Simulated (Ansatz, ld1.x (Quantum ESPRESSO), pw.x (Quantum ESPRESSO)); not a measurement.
# Pd: one change to the TM potential, in the atom and in the sc crystal

Pd (Z = 46), norm-conserving Troullier–Martins (Kleinman–Bylander form), made with ld1.x (Quantum ESPRESSO) 7.5 (PBEsol, scalar-relativistic). Core [Ar] 3d10 4s2, reference 4p6 4d10 5s0. Waves: 4p (bound): rc 1.35 bohr; 4d (bound): rc 1.60 bohr; 5s (bound, empty): rc 2.95 bohr. Local part: the s channel. Core correction: none.

Change: reference 4p6 4d8 5s0 5p0.

Cutoffs, loose and tight: the cutoffs (Ry, on a coarse ladder) from which the occupation-weighted sum of valence levels, in a spherical-Bessel basis at the reference potential, stays within 10 and 1 mRy of its value at 400 Ry. They do not see the model core or the augmentation charge, which bear on the density cutoff. Test errors are all-electron minus pseudo excitation energies from the reference, over the configurations 4p6 4d9 5s0; 4p6 4d8 5s0; 4p6 4d7 5s0; 4p6 4d8 5s1; 4p6 4d9 5s1; 4p5 4d10 5s0; 4p6 4d6 5s0; variants that change the core or the reference have their own tests.

Crystal test: sc Pd in pw.x 7.5, no spin, 13³ k-points, Fermi–Dirac smearing 0.01 Ry, cutoffs set for each file from its atomic test. The reference is all-electron LAPW (Ansatz 0.2.0) with the same functional, mesh and smearing; V0 and B0 come from Birch–Murnaghan fits to the pressures at five volumes. Errors are pseudo minus all-electron; Δ is the rms difference of the E(V) curves that follow from these fits, minima aligned, over ±6 % about the mean V0. Mesh and smearing are coarse, so the numbers serve the comparison and aren't converged zero-temperature values; the lattice is a test structure that the element need not adopt.

All-electron: a0 = 2.567 Å (V0 = 16.91 Å³/atom), B0 = 147.5 GPa.

**Question.** Does the change bring the crystal closer to the all-electron result?

**Answer.** The mean pressure error goes from +27.32 to +21.26 GPa, so the change moves the solid closer to the all-electron pressures. Neither pressure curve crosses zero within the volumes sampled, so no fits are given.

```csv
quantity,base,changed
outcome (atom),generated,generated
"cutoff, loose (atom)",70 Ry,70 Ry
"cutoff, tight (atom)",120 Ry,120 Ry
bound ghosts (atom),none,none
largest test error (meV) (atom),-1590 over the solved tests; 2 of 7 tests not solved or not reliable,-173 over the solved tests; 2 of 7 tests not solved or not reliable
cutoffs in pw.x (Ry),145/580,145/580
mean pressure error (GPa),+27.32,+21.26
```

Base: The largest radius (2.95 bohr) exceeds half the bond length (2.43 bohr), so the spheres overlap, which is one possible source of error among others. This is a poor potential for the solid. Atomic configuration tests: 2 of 7 tests not solved or not reliable. Changed file: The largest radius (2.95 bohr) exceeds half the bond length (2.43 bohr), so the spheres overlap, which is one possible source of error among others. This is a poor potential for the solid. Atomic configuration tests: 2 of 7 tests not solved or not reliable. The atomic cutoffs weigh occupied waves only.
